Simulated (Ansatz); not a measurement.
**Ladder of methods for the enthalpy of formation of fluorite CeO2**

Reference value: -3.761 eV/atom (measured, 298 K, copied from a table, unchecked, not corrected to a static lattice; as tabulated in the CRC Handbook).

| level (code) | value (eV/atom) | difference (eV/atom) |
|---|---|---|
| LDA (Ansatz) | -3.771 | -0.010 |
| PBE (Ansatz) | -3.432 | +0.329 |
| PBE-D3(BJ) (Ansatz) | -3.483 | +0.278 |
| rVV10 (Ansatz) | -3.686 | +0.075 |
| r²SCAN (Ansatz) | -3.719 | +0.042 |

Once the reference is moved by up to 0.030 eV/atom (a margin picked here for doubts on the reference and the settings, and for temperature and zero-point motion) and values within 0.010 eV/atom count as equal, the nearest can be LDA (-0.010 eV/atom) or r²SCAN (+0.042 eV/atom). Farthest off among them: PBE (+0.329 eV/atom). Within 0.2 eV/atom: LDA, rVV10, r²SCAN.

The measured value isn't corrected to a static lattice, so vibrations enter the comparison.  Density-functional levels without +SOC have no spin–orbit coupling, which shifts binding energies of heavy elements. LDA, PBE, PBE-D3(BJ), rVV10, r²SCAN: the 4f metal that serves as reference can sit in a wrong electronic state. Each level is taken at its own relaxed cell. Ansatz's density-functional and Hartree–Fock values are scalar-relativistic unless marked +SOC, with PAW data made under PBE.

Differences are worked out from the printed values.

Ansatz is a first-principles code.
